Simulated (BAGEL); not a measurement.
**CH7BN− (SMILES C[BH2-]N): RI-MP2/6-311+G(d,p) (density fitting with qzvpp-jkfit)**

What is the energy change on altering one bond length of CH7BN− at RI-MP2/6-311+G** (density fitting with qzvpp-jkfit)? 

The calculation is run with BAGEL 1.2.2.

1 further run of the same task is left out (set aside as unsound or not needed).

### Step 1. Starting point

CH7BN−: 10 atoms, total charge -1, spin state singlet. SMILES: `C[BH2-]N`. The coordinates come from a GFN2-xTB relaxation. This is one conformer, not always the lowest.

Bond lengths: C1–B2 1.645 Å, B2–N3 1.568 Å, C1–H4 1.095 Å, C1–H5 1.093 Å, C1–H6 1.095 Å, B2–H7 1.227 Å, B2–H8 1.253 Å, N3–H9 1.019 Å, N3–H10 1.019 Å. Some angles: C1–B2–N3 109.0°, C1–B2–H7 110.9°, C1–B2–H8 109.3°, N3–B2–H7 108.1°, N3–B2–H8 111.1°, B2–C1–H4 111.8°, B2–C1–H5 111.9°, B2–C1–H6 112.3°, B2–N3–H9 108.7°, B2–N3–H10 108.5°.

### Step 2. A single-point energy at RI-MP2/6-311+G(d,p) (density fitting with qzvpp-jkfit)

The input, calc.json:

```json
{ "bagel": [

{
  "title": "molecule",
  "basis": "6-311+gss.json",
  "df_basis": "qzvpp-jkfit",
  "angstrom": true,
  "geometry": [
    { "atom": "C", "xyz": [   -0.983210,    0.401740,   -0.623940 ] },
    { "atom": "B", "xyz": [    0.229940,   -0.561220,   -0.068910 ] },
    { "atom": "N", "xyz": [    1.271260,    0.323300,    0.699520 ] },
    { "atom": "H", "xyz": [   -1.726550,   -0.168160,   -1.191560 ] },
    { "atom": "H", "xyz": [   -0.610350,    1.188480,   -1.284240 ] },
    { "atom": "H", "xyz": [   -1.521920,    0.900230,    0.188880 ] },
    { "atom": "H", "xyz": [    0.810380,   -1.112940,   -0.999070 ] },
    { "atom": "H", "xyz": [   -0.251310,   -1.445020,    0.678370 ] },
    { "atom": "H", "xyz": [    1.978550,   -0.285020,    1.108340 ] },
    { "atom": "H", "xyz": [    0.803220,    0.758620,    1.492600 ] }
  ]
},
{ "title": "hf", "charge": -1 },
{ "title": "mp2", "charge": -1, "ncore": 3 }

]}
```

The basis set 6-311+G** is read from a file made from the Basis Set Exchange's data (not shown).

Started as:

```bash
$ BAGEL_NUM_THREADS=1 BAGEL calc.json > calc.out
```

The program printed:

```text
* using 1 threads per process

  ===============================================================
  ===============================================================

  *** Geometry ***

  { "atom" : "C", "xyz" : [     -1.857998,      0.759179,     -1.179076 ] },
  { "atom" : "B", "xyz" : [      0.434524,     -1.060552,     -0.130221 ] },
  { "atom" : "N", "xyz" : [      2.402333,      0.610948,      1.321901 ] },
  { "atom" : "H", "xyz" : [     -3.262707,     -0.317776,     -2.251722 ] },
  { "atom" : "H", "xyz" : [     -1.153394,      2.245902,     -2.426862 ] },
  { "atom" : "H", "xyz" : [     -2.876012,      1.701188,      0.356931 ] },
  { "atom" : "H", "xyz" : [      1.531396,     -2.103152,     -1.887969 ] },
  { "atom" : "H", "xyz" : [     -0.474907,     -2.730692,      1.281934 ] },
  { "atom" : "H", "xyz" : [      3.738918,     -0.538610,      2.094459 ] },
  { "atom" : "H", "xyz" : [      1.517866,      1.433584,      2.820605 ] },

  Number of auxiliary basis functions:      353

  Since a DF basis is specified, we compute 2- and 3-index integrals:
    o Being stored without compression. Storage requirement is 0.033 GB

  Number of basis functions:      108
  Number of electrons      :       25

    * METHOD: MOLECULE                             0.14

  *** RHF ***

  === Nuclear Repulsion ===
    71.9886340069

      * DIIS with orbital gradients will be used.

  === RHF iteration (6-311+gss.json) ===
      0       -120.69144435          0.03491232           0.04
      1       -120.93259688          0.02313055           0.04
      2       -121.10475207          0.00246322           0.04
      3       -121.10777075          0.00089249           0.04
      4       -121.10813198          0.00015838           0.04
      5       -121.10815853          0.00005219           0.04
      6       -121.10816106          0.00001796           0.04
      7       -121.10816134          0.00000495           0.04
      8       -121.10816136          0.00000276           0.04
      9       -121.10816137          0.00000091           0.04
     10       -121.10816137          0.00000037           0.04
     11       -121.10816137          0.00000014           0.04
     12       -121.10816137          0.00000004           0.04
     13       -121.10816137          0.00000002           0.04
     14       -121.10816137          0.00000001           0.04
    * SCF iteration converged.

    * Permanent dipole moment:
           (    0.257275,    -0.608683,    -0.512511) a.u.

    * METHOD: HF                                   0.76

  *** RHF ***

  === Nuclear Repulsion ===
    71.9886340069

      * DIIS with orbital gradients will be used.

  === RHF iteration (6-311+gss.json) ===
      0       -121.10816137          0.00000000           0.04
    * SCF iteration converged.

    * Permanent dipole moment:
           (    0.257275,    -0.608683,    -0.512511) a.u.

  === DF-MP2 calculation ===

    * freezing 3 orbitals
    * 3-index integral transformation done
    * assembly done

      MP2 correlation energy:   -0.4777794899      0.04

      MP2 total energy:       -121.5859408569

    * METHOD: MP2                                  0.14

  ===============================================================
```

Wall time 1.2 s (1 thread of Arm Neoverse V2, shared host); peak memory 0.1 GiB.

### Step 3. The distorted shape, same level

The input, input.json:

```json
{ "bagel": [

{
  "title": "molecule",
  "basis": "6-311+gss.json",
  "df_basis": "qzvpp-jkfit",
  "angstrom": "true",
  "geometry": [
    { "atom": "C", "xyz": [      -0.912998,       0.336436,      -0.742912 ] },
    { "atom": "B", "xyz": [       0.300152,      -0.626524,      -0.187882 ] },
    { "atom": "N", "xyz": [       1.341472,       0.257996,       0.580548 ] },
    { "atom": "H", "xyz": [      -1.656338,      -0.233464,      -1.310532 ] },
    { "atom": "H", "xyz": [      -0.540138,       1.123176,      -1.403212 ] },
    { "atom": "H", "xyz": [      -1.451708,       0.834926,       0.069908 ] },
    { "atom": "H", "xyz": [       0.880592,      -1.178244,      -1.118042 ] },
    { "atom": "H", "xyz": [      -0.181098,      -1.510324,       0.559398 ] },
    { "atom": "H", "xyz": [       2.048762,      -0.350324,       0.989368 ] },
    { "atom": "H", "xyz": [       0.803220,       0.758620,       1.492600 ] }
  ]
},

{
  "title": "hf",
  "charge": -1
},

{
  "title": "mp2",
  "charge": -1,
  "ncore": 3
}

]}
```

The basis set 6-311+G** is read from a file made from the Basis Set Exchange's data (not shown).

Started as:

```bash
$ BAGEL_NUM_THREADS=1 BAGEL input.json > input.out
```

The program printed:

```text
* using 1 threads per process

  ===============================================================
  ===============================================================

  *** Geometry ***

  { "atom" : "C", "xyz" : [     -1.725316,      0.635772,     -1.403900 ] },
  { "atom" : "B", "xyz" : [      0.567205,     -1.183959,     -0.355046 ] },
  { "atom" : "N", "xyz" : [      2.535015,      0.487542,      1.097077 ] },
  { "atom" : "H", "xyz" : [     -3.130025,     -0.441183,     -2.476547 ] },
  { "atom" : "H", "xyz" : [     -1.020713,      2.122495,     -2.651686 ] },
  { "atom" : "H", "xyz" : [     -2.743331,      1.577781,      0.132107 ] },
  { "atom" : "H", "xyz" : [      1.664078,     -2.226558,     -2.112793 ] },
  { "atom" : "H", "xyz" : [     -0.342226,     -2.854099,      1.057109 ] },
  { "atom" : "H", "xyz" : [      3.871599,     -0.662016,      1.869635 ] },
  { "atom" : "H", "xyz" : [      1.517866,      1.433584,      2.820605 ] },

  Number of auxiliary basis functions:      353

  Since a DF basis is specified, we compute 2- and 3-index integrals:
    o Being stored without compression. Storage requirement is 0.033 GB

  Number of basis functions:      108
  Number of electrons      :       25

    * METHOD: MOLECULE                             0.14

  *** RHF ***

  === Nuclear Repulsion ===
    71.3881521873

      * DIIS with orbital gradients will be used.

  === RHF iteration (6-311+gss.json) ===
      0       -120.67281150          0.03471411           0.04
      1       -120.89895532          0.02386103           0.04
      2       -121.08745520          0.00269073           0.04
      3       -121.09089145          0.00099696           0.04
      4       -121.09136149          0.00018279           0.04
      5       -121.09139627          0.00006145           0.04
      6       -121.09139988          0.00002150           0.04
      7       -121.09140028          0.00000565           0.04
      8       -121.09140030          0.00000329           0.04
      9       -121.09140031          0.00000096           0.04
     10       -121.09140031          0.00000041           0.04
     11       -121.09140031          0.00000014           0.04
     12       -121.09140031          0.00000005           0.04
     13       -121.09140031          0.00000002           0.04
     14       -121.09140031          0.00000001           0.04
    * SCF iteration converged.

    * Permanent dipole moment:
           (    0.243972,    -0.573769,    -0.451824) a.u.

    * METHOD: HF                                   0.75

  *** RHF ***

  === Nuclear Repulsion ===
    71.3881521873

      * DIIS with orbital gradients will be used.

  === RHF iteration (6-311+gss.json) ===
      0       -121.09140031          0.00000000           0.04
    * SCF iteration converged.

    * Permanent dipole moment:
           (    0.243973,    -0.573769,    -0.451824) a.u.

  === DF-MP2 calculation ===

    * freezing 3 orbitals
    * 3-index integral transformation done
    * assembly done

      MP2 correlation energy:   -0.4812301860      0.04

      MP2 total energy:       -121.5726304929

    * METHOD: MP2                                  0.15

  ===============================================================
```

It took 1.2 s on 1 thread of Arm Neoverse V2, shared host; peak memory 0.1 GiB.

### Step 4. Results

At RI-MP2/6-311+G** (density fitting with qzvpp-jkfit), 3 core orbitals frozen:

| quantity | value |
| --- | --- |
| first shape: total energy | -121.58594 Eh |
| first shape: correlation energy (3 core orbitals frozen) | -477.8 mEh |
| distorted shape: total energy | -121.57263 Eh |
| distorted shape: correlation energy (3 core orbitals frozen) | -481.2 mEh |
| energy change with the N3–H10 bond stretched from 1.019 to 1.171 Å | 0.362 eV |

In words: With the N3–H10 bond stretched from 1.019 to 1.171 Å the energy rises by 0.36 eV (8.4 kcal/mol). The first shape isn't relaxed at this level, so the change isn't measured from a minimum.
